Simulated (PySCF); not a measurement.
## Löwdin shares of the frontier orbitals

CHCl2F.
Z-matrix (Å and degrees, PBE0-D3(BJ)/def2-TZVP geometry), rows numbered from 1:
```
F 
C   1  1.3405
Cl  2  1.7587  1  109.47
Cl  2  1.7594  1  109.47  3  -122.57
H   2  1.0876  1  109.62  3   118.77
```

Method used: PySCF 2.14.0, density-fitted response routines, TDDFT CAM-B3LYP/aug-cc-pVTZ, vertical, gas phase, core orbitals frozen in the response. Isolated species at its PBE0-D3(BJ)/def2-TZVP geometry, gas phase.

Kohn–Sham orbitals with the atoms that hold most of them (Löwdin shares over 4%, at most four atoms; ? is withheld):

```tsv
orbital	ε (eV)	atoms
LUMO+2	1.03	C2 37%, Cl3 30%, Cl4 30%
LUMO+1	0.53	Cl4 31%, Cl3 31%, C2 19%, H5 16%
LUMO	?	?
HOMO	-10.61	Cl4 42%, Cl3 42%, C2 14%
HOMO-1	-10.96	?
HOMO-2	-11.08	Cl3 41%, Cl4 40%, C2 15%
HOMO-3	-11.69	Cl3 39%, Cl4 38%, C2 15%, F1 7%
```

Task: Give the leading atoms of the LUMO.

Result: H5 (bonded to C) 67%; C2 (bonded to 2 Cl, F and H) 14%; Cl4 (bonded to C) 9%; Cl3 (bonded to C) 9%. By element: hydrogen 67%, chlorine 18%, carbon 14%.

Task: Which atoms hold the HOMO-1, and with what shares?

Result: Cl4 (bonded to C) 36%; Cl3 (bonded to C) 36%; C2 (bonded to 2 Cl, F and H) 20%; H5 (bonded to C) 5%. By element: chlorine 72%, carbon 20%, hydrogen 5%.

Task: What is the LUMO energy, and the HOMO–LUMO gap?

Result: ε(LUMO) = 0.20 eV; the gap is 10.80 eV (0.3970 hartree).

Task: The HOMO–LUMO gap is 10.80 eV. Where does the response calculation put the lowest singlet, and from which orbitals?

Result: S1 is at 7.13 eV (f = 0.013), 3.67 eV below the gap, made of HOMO→LUMO+1 (53%), HOMO→LUMO (26%), HOMO→LUMO+3 (11%). Its leading pair isn't HOMO and LUMO; the energies of that pair differ by 11.14 eV. 

Next come S2 at 7.41 eV (f 0.0033), HOMO-1→LUMO+1 (53%), HOMO-1→LUMO (25%), HOMO-1→LUMO+3 (8%); S3 at 7.48 eV (f 0.0003), HOMO-2→LUMO+1 (54%), HOMO-2→LUMO (22%), HOMO-2→LUMO+3 (9%); S4 at 7.91 eV (f 0.0008), HOMO-3→LUMO+1 (35%), HOMO→LUMO+2 (21%), HOMO→LUMO+5 (15%); S5 at 8.26 eV (f 0.028), HOMO→LUMO (58%), HOMO→LUMO+1 (27%).
